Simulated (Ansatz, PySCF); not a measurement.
Dimer: CH4 (SMILES C) (first 5 atoms) with CH4 (SMILES C); geometry from NCB31 set.
(charge 0, multiplicity 1):
```xyz
10

C      0.0000     0.0000     1.8073
H      0.0000     1.0266     1.4424
H     -0.8891    -0.5133     1.4424
H      0.0000     0.0000     2.8968
H      0.8891    -0.5133     1.4424
C      0.0000     0.0000    -1.8073
H      0.8891     0.5133    -1.4424
H      0.0000     0.0000    -2.8968
H     -0.8891     0.5133    -1.4424
H      0.0000    -1.0266    -1.4424
```

Counterpoise-corrected where a basis set is named; no monomer relaxation. Rows marked so take none.

Cores are frozen in the correlated methods. Rows in 6-311+G**, 6-31G* carry no dispersion term and start afresh at each structure (6-31G* with six Cartesian d functions). MP2/6-31G* freezes PySCF's default core.

Programs: Ansatz (a quantum-chemistry and plane-wave program); PySCF for 6-311+G** rows, 6-31G* rows, the dispersion terms. 

| level | interaction energy (kJ/mol) |
|---|---|
| B3LYP/6-31G* (no counterpoise) | 1.3 |
| B3LYP/6-311+G** (no counterpoise) | 2.1 |
| PBE0-D3(BJ)/def2-TZVPPD | ___ |
| CAM-B3LYP/def2-TZVPPD | ___ |
| B2PLYP-D3(BJ)/def2-TZVPPD | -1.5 |
| MP2/6-31G* (no counterpoise) | -0.3 |
| SCS-MP2/aug-cc-pVDZ | -0.7 |
| CCSD(T)/aug-cc-pVDZ | -1.7 |
| CCSD(T)/aug-cc-pVTZ | -2.1 |

Q: Some entries are withheld; supply them.

A: 
- PBE0-D3(BJ)/def2-TZVPPD, interaction energy (kJ/mol): -2.5
- CAM-B3LYP/def2-TZVPPD, interaction energy (kJ/mol): 0.5
